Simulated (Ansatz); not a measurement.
Born–Oppenheimer molecular dynamics of CH8Si2 (11 atoms, charge 0, multiplicity 1). It starts from a relaxed structure.

Level of theory: RKS B3LYP/6-31G* in Ansatz 0.2.0.

- ensemble: NVE (velocity Verlet)
- time step: 0.25 fs
- steps asked: 223
- starting velocities drawn for: 300 K
- seed: 900019

First frame:

```xyz
11
Properties=species:S:1:pos:R:3
Si -0.022 0.068 0.045
C -0.067 -0.122 1.931
H -1.101 -0.116 2.294
H 0.396 -1.064 2.245
H 0.468 0.698 2.423
Si 2.170 0.060 -0.810
H 2.861 -1.225 -0.502
H 2.169 0.238 -2.289
H 2.980 1.162 -0.215
H -0.687 1.344 -0.352
H -0.790 -1.041 -0.595
```

(1) How far do the bonds stretch over the last three quarters of this one trajectory? (Pairs bonded in most of those frames.)

## Answers

(1) 
```json
{"bond": "Si1–C2", "mean (Å)": "1.896", "spread (Å)": "0.023", "shortest": "1.86", "longest": "1.93"}
{"bond": "Si1–Si6", "mean (Å)": "2.349", "spread (Å)": "0.027", "shortest": "2.30", "longest": "2.39"}
{"bond": "Si1–H10", "mean (Å)": "1.495", "spread (Å)": "0.017", "shortest": "1.47", "longest": "1.52"}
{"bond": "Si1–H11", "mean (Å)": "1.492", "spread (Å)": "0.027", "shortest": "1.45", "longest": "1.54"}
{"bond": "C2–H3", "mean (Å)": "1.098", "spread (Å)": "0.022", "shortest": "1.06", "longest": "1.13"}
{"bond": "C2–H4", "mean (Å)": "1.096", "spread (Å)": "0.003", "shortest": "1.09", "longest": "1.10"}
{"bond": "C2–H5", "mean (Å)": "1.098", "spread (Å)": "0.024", "shortest": "1.06", "longest": "1.13"}
{"bond": "Si6–H7", "mean (Å)": "1.498", "spread (Å)": "0.027", "shortest": "1.45", "longest": "1.54"}
{"bond": "Si6–H8", "mean (Å)": "1.491", "spread (Å)": "0.008", "shortest": "1.48", "longest": "1.51"}
{"bond": "Si6–H9", "mean (Å)": "1.501", "spread (Å)": "0.040", "shortest": "1.43", "longest": "1.56"}
```

Mean temperature of the second half: 146 K. The conserved energy stayed within 0.038 meV per atom of its start (net change 0.031 meV per atom), so the integration is sound. Over the second half the temperature averaged 0.49 of the 300 K drawn at the start: a run that starts near a minimum puts about half its kinetic energy into the potential. A run of 0.056 ps of so small a system gives no equilibrium averages.

The run took 13 min on 1 thread of Intel(R) Xeon(R) Platinum 8259CL CPU @ 2.50GHz (Skylake/Cascade Lake) (shared host), peak memory 0.15 GiB.
